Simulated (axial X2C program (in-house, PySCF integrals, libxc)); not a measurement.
## Levels of BF⁺ by electron attachment to BF²⁺ (EOM-EA-CCSD)

Calculated with an in-house all-electron X2C program for linear molecules (integrals from PySCF): two-component X2C with atomic mean-field Coulomb and Gaunt terms, Gaussian nuclei, basis F dyall-av3z, B dyall-av3z with contracted cores.

R = 1.212 Å (near the PBE0 minimum at charge 1 of the determinant lowest at the starting distance; the state shown can have its own minimum elsewhere).

Hartree–Fock spinors of BF²⁺ (one of each Kramers pair; a window near the gap, which can cut inner shells):

| ω | occupied | ε (eV) | character |
| --- | --- | --- | --- |
| 1/2 | no | -22.80 | 47% B s, 36% B p, 10% F p |
| 1/2 | no | -16.11 | 70% B p, 11% F p, 9% B d |
| 3/2 | no | -16.10 | 69% B p, 11% F p, 9% B d |
| 1/2 | no | -9.27 | 34% B d, 30% B p, 18% B s |
| 1/2 | no | -8.32 | 58% B s, 33% B p, 5% F p |
| 3/2 | no | -7.02 | 75% B p, 19% F p, 4% B d |

Levels of BF⁺ obtained by attaching an electron to BF²⁺:

```tsv
Ω	binding energy (eV)	above lowest (cm⁻¹)	attached spinor	one-particle weight
1/2	23.391	0	47% B sσ, 35% B pσ, 10% F pσ	0.98
1/2	16.627	54551	70% B pπ, 11% F pπ, 9% B dπ	0.97
3/2	16.620	54614	70% B pπ, 11% F pπ, 9% B dπ	0.97
1/2	9.830	109375	32% B dσ, 31% B pσ, 16% F sσ	0.97
1/2	8.445	120544	60% B sσ, 31% B pσ	0.99
```

Problem. What is the splitting of the first π pair in the table, and is it regular or inverted?

Solution. E(3/2) − E(1/2) = 54614 − 54551 = 63 cm⁻¹ at EOM-EA-CCSD: regular, Ω = 1/2 lower. Splittings at this level can be off by ten to twenty per cent.

This point took 11 s on 1 thread of Intel(R) Xeon(R) Processor @ 2.30GHz, on a shared host.

Reference electrons by ω block (each with its −ω partner): 1/2: 5, 3/2: 1. 8 electrons of BF²⁺ correlated (inner shells frozen), 92 natural virtual spinors (a truncated set); levels can be off by some tenths of an eV. Roots sought by Ω: (1/2: 5, 3/2: 4, 5/2: 2, 7/2: 1); the list ends where they run out and leaves out roots under 60 % one-particle weight. The solver can skip a root, and states that need a further excitation, which the method places far too high, are missing though they may lie low or lowest. T1 of the reference 0.026 (Lee–Taylor). The reference was not checked to be the lowest state of its species. Number of frozen shells: F 1 s; B 1 s. Large amplitudes in the reference (orbital relaxation or multireference character) lower the reliability.
